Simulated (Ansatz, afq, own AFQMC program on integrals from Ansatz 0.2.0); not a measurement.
**The P1–H3 bond of P$_{2}$H$_{4}$, singlet, worked out**

```yaml
atoms:
  - { symbol: P, position_ang: [0.3677, -1.0579, -0.0828] }
  - { symbol: P, position_ang: [-0.3679, 1.0582, 0.0790] }
  - { symbol: H, position_ang: [-0.4999, -1.5307, 0.9515] }
  - { symbol: H, position_ang: [-0.5751, -1.4009, -1.1025] }
  - { symbol: H, position_ang: [0.5053, 1.5335, -0.9496] }
  - { symbol: H, position_ang: [0.5698, 1.3978, 1.1044] }
```

The molecule and both fragments are relaxed with PBE0/def2-SVP; the fragments keep their bonds.

Basis def2-TZVP. Only valence electrons are correlated. Ansatz 0.2.0 and our own AFQMC program on the same integrals; the CISD trial comes from CCSD amplitudes, and released means the phaseless constraint is let go. Uncertainties: one standard error, sampling alone.

Total energies in eV. CBS is CCSD(T) at the limit of def2-TZVPP/QZVPP (extrapolated itself); the highest rung of each member is named.

Cautions: P₂H₃ (doublet): its ph-AFQMC/CISD value lies 17 ± 6 meV above CCSDT(Q).

```tsv
member	count	CCSD(T)/def2-TZVP	highest rung in def2-TZVP	which	CCSD(T)/CBS
P₂H₃, doublet	+1	-18600.4059	-18600.4727	CCSDT(Q)	-18602.3767
H (doublet)	+1	-13.6005	-13.6005	FCI	-13.6059
P₂H₄, singlet	-1	-18617.4804	-18617.5419	CCSDT(Q)	-18619.5986
```

Problem. Work out the best estimate of the bond energy: the CCSD(T)/CBS difference plus the step from CCSD(T) to the highest rung.

Solution. Sums with the counts: CCSD(T)/CBS 3.6160 eV, highest rung 3.4687 eV, CCSD(T)/def2-TZVP 3.4740 eV. The step is 3.4687 − 3.4740 = -0.0053 eV, so the best estimate is 3.6160 + (-0.0053) = 3.6107 eV. The basis set is worth 0.142 eV of it. Zero-point, core-correlation and spin–orbit terms aren't in it. Past Ne the Hartree–Fock part of each CBS total tends to overshoot, since the cores don't follow the formula; that largely cancels in the difference.

Best estimates are given only where the step beyond CCSD(T) is under 0.3 eV and no member's determinant is very poor (T1 over 0.05, or 0.07 for open shells, ⟨S²⟩ too high by 0.3, two states mixed), so the hardest cases are missing from such tables.

CCSDT and higher add their correlation energy to the determinant of the CCSD(T) run, since their own runs factorise the integrals more tightly (a shift of under 2 meV). Each member of a difference takes its own highest rung, so a best estimate needn't equal the limit plus the step of one row.
